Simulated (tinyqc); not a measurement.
Worked calculation: CCSD on RHF in the sto-3g basis, for HF, spin multiplicity 1. Computed by tinyqc, a small Python program that keeps every step (integrals from PySCF). Settings: charge = 0, multiplicity = 1, basis = sto-3g, method = RHF, energy threshold = 1e-10, iteration cap = 72, orthogonalisation = symmetric, start = Wolfsberg-Helmholz matrix, DIIS depth = 6, amplitude equations = CCSD, DIIS depth for amplitudes = 6, cap on updates = 55. Command: `OMP_NUM_THREADS=1 python tinyqc.py 27588 27589 out.jsonl` (the two numbers bound the seeds that draw the settings). One thread of a shared host (Intel(R) Xeon(R) Processor @ 2.60GHz), about 0.2 s of CPU time with the checks. The early iterations of the SCF are left out here.

## One-electron integrals

Geometry (angstrom):
```
atom         x         y         z
F     0.000000  0.000000  0.000000
H     0.000000  0.000000  0.878000
```

Basis sto-3g: exponents (1/bohr^2) and contraction coefficients of normalised primitives:
```
element  l (shell)    exponent  coefficient
F            s (1)  166.679130     0.154329
F            s (1)   30.360812     0.535328
F            s (1)    8.216821     0.444635
F            s (2)    6.464803    -0.099967
F            s (2)    1.502281     0.399513
F            s (2)    0.488588     0.700115
F            p (3)    6.464803     0.155916
F            p (3)    1.502281     0.607684
F            p (3)    0.488588     0.391957
H            s (1)    3.425251     0.154329
H            s (1)    0.623914     0.535328
H            s (1)    0.168855     0.444635
```

Overlap, kinetic and nuclear-attraction integrals over the contracted functions; the nuclear repulsion is the sum of Za Zb / Rab.

nuclear repulsion = 5.42436777 hartree

overlap S, order 1F 1s, 1F 2s, 1F 2px, 1F 2py, 1F 2pz, 2H 1s:
$$\begin{pmatrix}
1.000000 & 0.237990 & 0.000000 & 0.000000 & 0.000000 & 0.054256 \\
0.237990 & 1.000000 & 0.000000 & 0.000000 & 0.000000 & 0.475449 \\
0.000000 & 0.000000 & 1.000000 & 0.000000 & 0.000000 & 0.000000 \\
0.000000 & 0.000000 & 0.000000 & 1.000000 & 0.000000 & 0.000000 \\
0.000000 & 0.000000 & 0.000000 & 0.000000 & 1.000000 & 0.362341 \\
0.054256 & 0.475449 & 0.000000 & 0.000000 & 0.362341 & 1.000000
\end{pmatrix}$$

kinetic energy T (hartree), order 1F 1s, 1F 2s, 1F 2px, 1F 2py, 1F 2pz, 2H 1s:
$$\begin{pmatrix}
36.984577 & -0.212858 & 0.000000 & 0.000000 & 0.000000 & 0.003481 \\
-0.212858 & 1.037995 & 0.000000 & 0.000000 & 0.000000 & 0.150703 \\
0.000000 & 0.000000 & 3.248015 & 0.000000 & 0.000000 & 0.000000 \\
0.000000 & 0.000000 & 0.000000 & 3.248015 & 0.000000 & 0.000000 \\
0.000000 & 0.000000 & 0.000000 & 0.000000 & 3.248015 & 0.306654 \\
0.003481 & 0.150703 & 0.000000 & 0.000000 & 0.306654 & 0.760032
\end{pmatrix}$$

nuclear attraction V (hartree), order 1F 1s, 1F 2s, 1F 2px, 1F 2py, 1F 2pz, 2H 1s:
$$\begin{pmatrix}
-77.612287 & -9.320247 & 0.000000 & 0.000000 & -0.016424 & -2.193326 \\
-9.320247 & -12.137631 & 0.000000 & 0.000000 & -0.193970 & -4.536530 \\
0.000000 & 0.000000 & -12.001531 & 0.000000 & 0.000000 & 0.000000 \\
0.000000 & 0.000000 & 0.000000 & -12.001531 & 0.000000 & 0.000000 \\
-0.016424 & -0.193970 & 0.000000 & 0.000000 & -12.131245 & -3.088589 \\
-2.193326 & -4.536530 & 0.000000 & 0.000000 & -3.088589 & -6.381951
\end{pmatrix}$$

core Hamiltonian H = T + V (hartree), order 1F 1s, 1F 2s, 1F 2px, 1F 2py, 1F 2pz, 2H 1s:
$$\begin{pmatrix}
-40.627710 & -9.533105 & 0.000000 & 0.000000 & -0.016424 & -2.189845 \\
-9.533105 & -11.099636 & 0.000000 & 0.000000 & -0.193970 & -4.385827 \\
0.000000 & 0.000000 & -8.753517 & 0.000000 & 0.000000 & 0.000000 \\
0.000000 & 0.000000 & 0.000000 & -8.753517 & 0.000000 & 0.000000 \\
-0.016424 & -0.193970 & 0.000000 & 0.000000 & -8.883231 & -2.781935 \\
-2.189845 & -4.385827 & 0.000000 & 0.000000 & -2.781935 & -5.621919
\end{pmatrix}$$

## Two-electron integrals

Functions are numbered as in S; the eight-fold symmetry (ij|kl) = (ji|kl) = (kl|ij) leaves the list below.

Two-electron integrals (ij|kl) in chemists' order, unique and non-zero (hartree):
```
(11|11) 5.403501   (21|11) 0.841920   (21|21) 0.156299   (22|11) 1.268028
(22|21) 0.292344   (22|22) 0.926167   (31|31) 0.027998   (32|31) 0.043169
(32|32) 0.204588   (33|11) 1.264502   (33|21) 0.292403   (33|22) 0.925959
(33|33) 0.997514   (41|41) 0.027998   (42|41) 0.043169   (42|42) 0.204588
(43|43) 0.053770   (44|11) 1.264502   (44|21) 0.292403   (44|22) 0.925959
(44|33) 0.889973   (44|44) 0.997514   (51|51) 0.027998   (52|51) 0.043169
(52|52) 0.204588   (53|53) 0.053770   (54|54) 0.053770   (55|11) 1.264502
(55|21) 0.292403   (55|22) 0.925959   (55|33) 0.889973   (55|44) 0.889973
(55|55) 0.997514   (61|11) 0.195409   (61|21) 0.035931   (61|22) 0.066649
(61|33) 0.066553   (61|44) 0.066553   (61|51) 0.001449   (61|52) 0.002701
(61|55) 0.066850   (61|61) 0.008343   (62|11) 0.454388   (62|21) 0.105993
(62|22) 0.370025   (62|33) 0.364914   (62|44) 0.364914   (62|51) 0.007122
(62|52) 0.053705   (62|55) 0.379903   (62|61) 0.024649   (62|62) 0.176047
(63|31) 0.011576   (63|32) 0.066764   (63|53) 0.011523   (63|63) 0.027246
(64|41) 0.011576   (64|42) 0.066764   (64|54) 0.011523   (64|64) 0.027246
(65|11) 0.291021   (65|21) 0.068816   (65|22) 0.257387   (65|33) 0.246074
(65|44) 0.246074   (65|51) 0.015675   (65|52) 0.102775   (65|55) 0.279726
(65|61) 0.016734   (65|62) 0.150049   (65|65) 0.154358   (66|11) 0.571955
(66|21) 0.135603   (66|22) 0.542325   (66|33) 0.523166   (66|44) 0.523166
(66|51) 0.012503   (66|52) 0.128922   (66|55) 0.580005   (66|61) 0.031796
(66|62) 0.316871   (66|65) 0.313736   (66|66) 0.774606
```

## Orthogonalisation

S = U s U^T; symmetric (Loewdin) form X = U s^(-1/2) U^T, so that X^T S X = 1.

eigenvalues of S: [0.385816, 0.845983, 1.000000, 1.000000, 1.121571, 1.646629]

X, order 1F 1s, 1F 2s, 1F 2px, 1F 2py, 1F 2pz, 2H 1s:
$$\begin{pmatrix}
1.023411 & -0.134646 & 0.000000 & 0.000000 & -0.008354 & 0.023901 \\
-0.134646 & 1.143816 & 0.000000 & 0.000000 & 0.090808 & -0.318708 \\
0.000000 & 0.000000 & 1.000000 & 0.000000 & 0.000000 & 0.000000 \\
0.000000 & 0.000000 & 0.000000 & 1.000000 & 0.000000 & 0.000000 \\
-0.008354 & 0.090808 & 0.000000 & 0.000000 & 1.067789 & -0.238707 \\
0.023901 & -0.318708 & 0.000000 & 0.000000 & -0.238707 & 1.185693
\end{pmatrix}$$

## Iteration 7 (converged): orbitals

converged F (hartree), order 1F 1s, 1F 2s, 1F 2px, 1F 2py, 1F 2pz, 2H 1s:
$$\begin{pmatrix}
-25.886742 & -6.622876 & 0.000000 & 0.000000 & -0.025985 & -1.531750 \\
-6.622876 & -3.054917 & 0.000000 & 0.000000 & -0.117129 & -1.235045 \\
0.000000 & 0.000000 & -0.465684 & 0.000000 & 0.000000 & 0.000000 \\
0.000000 & 0.000000 & 0.000000 & -0.465684 & 0.000000 & 0.000000 \\
-0.025985 & -0.117129 & 0.000000 & 0.000000 & -0.392650 & -0.601564 \\
-1.531750 & -1.235045 & 0.000000 & 0.000000 & -0.601564 & -0.663411
\end{pmatrix}$$

Diagonalise F' = X^T F X, C = X C', fill 5 alpha and 5 beta electrons from the bottom; D = 2 C_occ C_occ^T. Each column has its largest component positive (the first on a tie).

F' = X^T F X (hartree):
$$\begin{pmatrix}
-25.410088 & -3.414798 & 0.000000 & 0.000000 & -0.052861 & -0.243716 \\
-3.414798 & -1.716636 & 0.000000 & 0.000000 & 0.106433 & -0.629381 \\
0.000000 & 0.000000 & -0.465684 & 0.000000 & 0.000000 & 0.000000 \\
0.000000 & 0.000000 & 0.000000 & -0.465684 & 0.000000 & 0.000000 \\
-0.052861 & 0.106433 & 0.000000 & 0.000000 & -0.170594 & -0.607817 \\
-0.243716 & -0.629381 & 0.000000 & 0.000000 & -0.607817 & -0.009629
\end{pmatrix}$$

orbital energies (hartree): MO1 -25.896695, MO2 -1.484540, MO3 -0.596501, MO4 -0.465684, MO5 -0.465684, MO6 0.670789

coefficients C, order 1F 1s, 1F 2s, 1F 2px, 1F 2py, 1F 2pz, 2H 1s:
$$\begin{pmatrix}
0.994646 & -0.247591 & 0.086769 & 0.000000 & 0.000000 & 0.089384 \\
0.023081 & 0.924722 & -0.458854 & 0.000000 & 0.000000 & -0.608339 \\
0.000000 & 0.000000 & 0.000000 & -0.002891 & 0.999996 & 0.000000 \\
0.000000 & 0.000000 & 0.000000 & 0.999996 & 0.002891 & 0.000000 \\
0.003282 & 0.103005 & 0.707035 & 0.000000 & 0.000000 & -0.833637 \\
-0.006280 & 0.166398 & 0.507541 & 0.000000 & 0.000000 & 1.131225
\end{pmatrix}$$

D after iteration 7, order 1F 1s, 1F 2s, 1F 2px, 1F 2py, 1F 2pz, 2H 1s:
$$\begin{pmatrix}
2.116301 & -0.491619 & 0.000000 & 0.000000 & 0.078221 & -0.006813 \\
-0.491619 & 2.132380 & 0.000000 & 0.000000 & -0.458198 & -0.158320 \\
0.000000 & 0.000000 & 2.000000 & 0.000000 & 0.000000 & 0.000000 \\
0.000000 & 0.000000 & 0.000000 & 2.000000 & 0.000000 & 0.000000 \\
0.078221 & -0.458198 & 0.000000 & 0.000000 & 1.021040 & 0.751937 \\
-0.006813 & -0.158320 & 0.000000 & 0.000000 & 0.751937 & 0.570650
\end{pmatrix}$$

Within a degenerate level the vectors are fixed only up to a rotation; this is one choice.

## Convergence

Stop when the energy changes by less than 1e-10 hartree and every element of the error matrix X^T (F D S - S D F) X is below 3e-06.

Course of the cycle:
```
iteration   E (hartree)     change  largest element of the error matrix
1          -98.31995306          -                             5.29e-01
2          -98.54354426  -2.24e-01                             1.22e-01
3          -98.56357707  -2.00e-02                             1.77e-02
4          -98.56376719  -1.90e-04                             1.65e-03
5          -98.56376860  -1.41e-06                             9.21e-05
6          -98.56376860  -4.49e-09                             4.70e-06
7          -98.56376860  -1.20e-11                             1.25e-09
```

PySCF RHF in the same basis = -98.56376860 hartree

Converged in 7 iterations.

## Integrals over molecular orbitals

(pq|rs) = sum C_ip C_jq C_kr C_ls (ij|kl), one index at a time.

one-electron integrals over orbitals h = C^T H C (hartree):
$$\begin{pmatrix}
-40.609156 & 0.697713 & -0.234736 & 0.000000 & 0.000000 & -0.244414 \\
0.697713 & -9.167348 & 0.545197 & 0.000000 & 0.000000 & 1.280618 \\
-0.234736 & 0.545197 & -7.795495 & 0.000000 & 0.000000 & 1.766647 \\
0.000000 & 0.000000 & 0.000000 & -8.753517 & 0.000000 & 0.000000 \\
0.000000 & 0.000000 & 0.000000 & 0.000000 & -8.753517 & 0.000000 \\
-0.244414 & 1.280618 & 1.766647 & 0.000000 & 0.000000 & -6.117034
\end{pmatrix}$$

Two-electron integrals over orbitals (pq|rs), unique and non-zero (hartree):
```
(11|11) 5.361785    (21|11) -0.499389   (21|21) 0.073754    (22|11) 1.192273
(22|21) -0.018676   (22|22) 0.857812    (31|11) 0.174868    (31|21) -0.023269
(31|22) 0.015347    (31|31) 0.024973    (32|11) -0.143843   (32|21) 0.009546
(32|22) -0.007155   (32|31) 0.021013    (32|32) 0.158578    (33|11) 1.034055
(33|21) -0.012122   (33|22) 0.765399    (33|31) -0.006624   (33|32) -0.059202
(33|33) 0.794081    (41|41) 0.029627    (42|41) 0.038722    (42|42) 0.178206
(43|41) -0.012548   (43|42) -0.045918   (43|43) 0.051940    (44|11) 1.264000
(44|21) -0.014237   (44|22) 0.874599    (44|31) 0.005062    (44|32) -0.076565
(44|33) 0.773359    (44|44) 0.997514    (51|51) 0.029627    (52|51) 0.038722
(52|52) 0.178206    (53|51) -0.012548   (53|52) -0.045918   (53|53) 0.051940
(54|54) 0.053770    (55|11) 1.264000    (55|21) -0.014237   (55|22) 0.874599
(55|31) 0.005062    (55|32) -0.076565   (55|33) 0.773359    (55|44) 0.889973
(55|55) 0.997514    (61|11) 0.182063    (61|21) -0.029599   (61|22) -0.000851
(61|31) -0.007285   (61|32) -0.025287   (61|33) 0.014565    (61|44) 0.004913
(61|55) 0.004913    (61|61) 0.027589    (62|11) -0.266191   (62|21) 0.005562
(62|22) -0.137458   (62|31) -0.020317   (62|32) -0.037202   (62|33) -0.045190
(62|44) -0.136937   (62|55) -0.136937   (62|61) 0.014574    (62|62) 0.099632
(63|11) -0.338296   (63|21) 0.006043    (63|22) -0.147388   (63|31) 0.002435
(63|32) 0.092994    (63|33) -0.131166   (63|44) -0.183170   (63|55) -0.183170
(63|61) -0.006614   (63|62) 0.060323    (63|63) 0.161805    (64|41) -0.011635
(64|42) -0.045373   (64|43) -0.012040   (64|64) 0.032194    (65|51) -0.011635
(65|52) -0.045373   (65|53) -0.012040   (65|65) 0.032194    (66|11) 0.896502
(66|21) -0.008771   (66|22) 0.692674    (66|31) 0.017398    (66|32) 0.076244
(66|33) 0.669343    (66|44) 0.656050    (66|55) 0.656050    (66|61) -0.010097
(66|62) -0.069002   (66|63) -0.011770   (66|66) 0.718660
```

## CCSD: starting amplitudes

t_ij^ab = <ij||ab> / (e_i + e_j - e_a - e_b), whose energy is MP2.

Starting amplitudes (spin orbitals 1a, 1b, ...; amplitudes related by a flip of all spins are not repeated):
```
from      to          t
3a 3b  6a 6b  -0.063839
2a 2b  6a 6b  -0.023113
2a 3b  6a 6b  -0.017625
5a 5b  6a 6b  -0.014164
4a 4b  6a 6b  -0.014164
1a 1b  6a 6b  -0.000519
1a 2b  6a 6b  -0.000507
1a 3b  6a 6b   0.000238
```

correlation energy = -0.01570286 hartree

## CCSD: amplitude update 1

t_i^a D_i^a and t_ij^ab D_ij^ab are set to the remaining terms of the spin-orbital equations, evaluated with the old amplitudes; for the doubles these are <ij||ab> + 1/2 <ab||ef> t_ij^ef + 1/2 <mn||ij> t_mn^ab + P(ij)P(ab) <mb||ej> t_im^ae + terms in t^2 + terms with t1, D the orbital-energy denominators.

Amplitudes after update 1 (spin orbitals 1a, 1b, ...; amplitudes related by a flip of all spins are not repeated):
```
from      to          t
3a 3b  6a 6b  -0.084682
2a 3b  6a 6b  -0.025649
2a 2b  6a 6b  -0.025645
5a 5b  6a 6b  -0.016403
4a 4b  6a 6b  -0.016403
3a        6a   0.005364
1a 2b  6a 6b  -0.000447
1a 1b  6a 6b  -0.000442
1a 3b  6a 6b   0.000156
2a        6a  -0.000009
1a        6a   0.000009
```

correlation energy = -0.02043036 hartree

## CCSD: amplitude update 2

As before.

Amplitudes after update 2 (spin orbitals 1a, 1b, ...; amplitudes related by a flip of all spins are not repeated):
```
from      to          t
3a 3b  6a 6b  -0.092565
2a 3b  6a 6b  -0.028368
2a 2b  6a 6b  -0.025705
5a 5b  6a 6b  -0.016842
4a 4b  6a 6b  -0.016842
3a        6a   0.008075
1a 1b  6a 6b  -0.000437
1a 2b  6a 6b  -0.000435
2a        6a  -0.000202
1a 3b  6a 6b   0.000133
1a        6a   0.000020
```

correlation energy = -0.02206141 hartree

## CCSD: amplitude update 3

t_i^a D_i^a and t_ij^ab D_ij^ab are set to the remaining terms of the spin-orbital equations, evaluated with the old amplitudes; for the doubles these are <ij||ab> + 1/2 <ab||ef> t_ij^ef + 1/2 <mn||ij> t_mn^ab + P(ij)P(ab) <mb||ej> t_im^ae + terms in t^2 + terms with t1, D the orbital-energy denominators. DIIS then mixes the stored amplitudes.

DIIS coefficients: [-0.607133, 1.607133]

Amplitudes after update 3 (spin orbitals 1a, 1b, ...; amplitudes related by a flip of all spins are not repeated):
```
from      to          t
3a 3b  6a 6b  -0.097524
2a 3b  6a 6b  -0.029778
2a 2b  6a 6b  -0.025456
5a 5b  6a 6b  -0.016977
4a 4b  6a 6b  -0.016977
3a        6a   0.009988
2a        6a  -0.000520
1a 1b  6a 6b  -0.000434
1a 2b  6a 6b  -0.000433
1a 3b  6a 6b   0.000119
1a        6a   0.000028
```

correlation energy = -0.02301250 hartree

## CCSD: convergence

E_corr = 1/4 sum <ij||ab> t_ij^ab + 1/2 sum <ij||ab> t_i^a t_j^b; stop when the norm of the change is below 1e-8.

Course of the amplitude iterations:
```
update  correlation energy (hartree)  norm of the change
0                        -0.01570286                   -
1                        -0.02043036            4.87e-02
2                        -0.02206141            1.80e-02
3                        -0.02301250            6.88e-03
4                        -0.02300923            3.94e-04
5                        -0.02300996            2.44e-05
6                        -0.02300993            4.90e-06
7                        -0.02300995            6.59e-07
8                        -0.02300995            4.48e-08
9                        -0.02300995            2.96e-09
```

Converged amplitudes (spin orbitals 1a, 1b, ...; amplitudes related by a flip of all spins are not repeated):
```
from      to          t
3a 3b  6a 6b  -0.097692
2a 3b  6a 6b  -0.029657
2a 2b  6a 6b  -0.025353
5a 5b  6a 6b  -0.016909
4a 4b  6a 6b  -0.016909
3a        6a   0.010157
2a        6a  -0.000669
1a 1b  6a 6b  -0.000434
1a 2b  6a 6b  -0.000434
1a 3b  6a 6b   0.000119
1a        6a   0.000029
```

CCSD total energy = -98.58677855 hartree

T1 diagnostic, norm of the one-spin t1 over sqrt(correlated electrons) = 0.003219

Converged in 9 updates, with DIIS from the third.
